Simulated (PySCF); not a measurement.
**From a raw peak list to a structure**

Formula C$_{4}$H$_{10}$O. The spectrum was simulated from the full spin Hamiltonian at 300 MHz with 1.0 Hz Lorentzian lines, from shifts rounded to 0.01 ppm and J to 0.1 Hz, couplings under 1 Hz left out. Exchangeable protons (1H) are left uncoupled and out of the list.

```tsv
region	integral (H)	ppm	Hz	height
1	2	3.371	1011.3	34
1		3.349	1004.8	35
2	1	1.649	494.9	2
2		1.625	487.5	4
2		1.601	480.2	6
2		1.577	473.2	5
2		1.576	472.9	4
2		1.554	466.1	3
2		1.552	465.6	2
3	6	0.912	273.7	100
3		0.887	266.2	92
```

Level of theory: couplings computed with B3LYP/pcJ-1 (without the spin–dipole term), PBE0/pcSseg-1 with gauge-including orbitals, structure optimised with PBE0-D3(BJ)/def2-SVP, in PySCF 2.14 (single conformer, relativity neglected, in vacuum, one averaged value for each set of equivalent atoms).

References, each an isolated molecule treated in the same way: 1H (31.27 ppm) vs TMS.

(1) Analyse the multiplets.

(2) What is the compound?

Results:

(1) 1H NMR (300 MHz, computed): δ 3.36 (d, J = 6.6 Hz, 2H), 1.60 (sept of t, J = 7.4, 6.6 Hz, 1H), 0.90 (d, J = 7.4 Hz, 6H), 0.13 (br s, 1H). These are first-order names from the parameters used; overlap and second-order distortion can hide them in the list.

(2) `CC(C)CO`.

Structure with atom numbers: `[CH3:1][CH:2]([CH3:3])[CH2:4][OH:5]` (H(Xn): hydrogen on atom n).

δ 3.36: H(C4), hydrogen on an sp3 CH2 bonded to O, coupled to H(C2) (6.6 Hz). δ 1.60: H(C2), hydrogen on an sp3 CH, coupled to H(C1)/H(C3) (7.4 Hz), H(C4) (6.6 Hz). δ 0.90: H(C1)/H(C3), hydrogen on a methyl carbon, coupled to H(C2) (7.4 Hz). δ 0.13: H(O5), hydrogen on an alcohol oxygen.

The data come from this structure; uniqueness wasn't tested.

Exchangeable OH/NH protons stand at their gas-phase positions; hydrogen bonding in a real sample shifts them, mostly to higher δ. Splittings below 1 Hz are ignored in the labels, and close J values are merged. Unscaled 3J(H,H) at this level run about 9 % above measured values. Couplings to exchangeable protons are dropped. Chain 3J(H,H) values assume equally populated staggered rotamers: (2 J gauche + J anti)/3.
